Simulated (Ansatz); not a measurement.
A run of Ansatz (development build ahead of 0.2.0) on doublet C3H5 at this shape:

```tsv
atom	x (Å)	y (Å)	z (Å)
C	0.0000	0.0000	-0.4065
C	0.0000	1.1315	0.1804
C	0.0000	-1.1315	0.1804
H	0.0000	0.0000	-1.4158
H	0.0000	1.9910	-0.3396
H	0.0000	1.1946	1.1849
H	0.0000	-1.9910	-0.3396
H	0.0000	-1.1946	1.1849
```

Its results:

```json
{"Converged": "yes", "Reference energy": "-116.42175 hartree", "Correlation energy": "-0.36527 hartree", "Total energy": "-116.78702 hartree", "Spin squared of the determinant": "0.868"}
```

Q: Which input gives this output? Name the method, the orbitals and the basis set, and write the input.

A: UHF-MP2 in cc-pVDZ.

```yaml
crystal:
  periodic: [false, false, false]
  atoms:
    - { symbol: C, position_ang: [0.0, 0.0, -0.40651] }
    - { symbol: C, position_ang: [0.0, 1.13148, 0.18035] }
    - { symbol: C, position_ang: [0.0, -1.13148, 0.18035] }
    - { symbol: H, position_ang: [0.0, 0.0, -1.41576] }
    - { symbol: H, position_ang: [0.0, 1.99099, -0.33955] }
    - { symbol: H, position_ang: [0.0, 1.19462, 1.18487] }
    - { symbol: H, position_ang: [0.0, -1.99099, -0.33955] }
    - { symbol: H, position_ang: [0.0, -1.19462, 1.18487] }
basis:
  gaussian: { orbitals: cc-pVDZ }
magnetization:
  spin_polarized: true
  initial_magnetization: 1
hamiltonian:
  xc: hf
correlation:
  method: mp2
  frozen_orbitals: { C: 1, H: 0 }
```

Caution: the unrestricted determinant is spin contaminated.
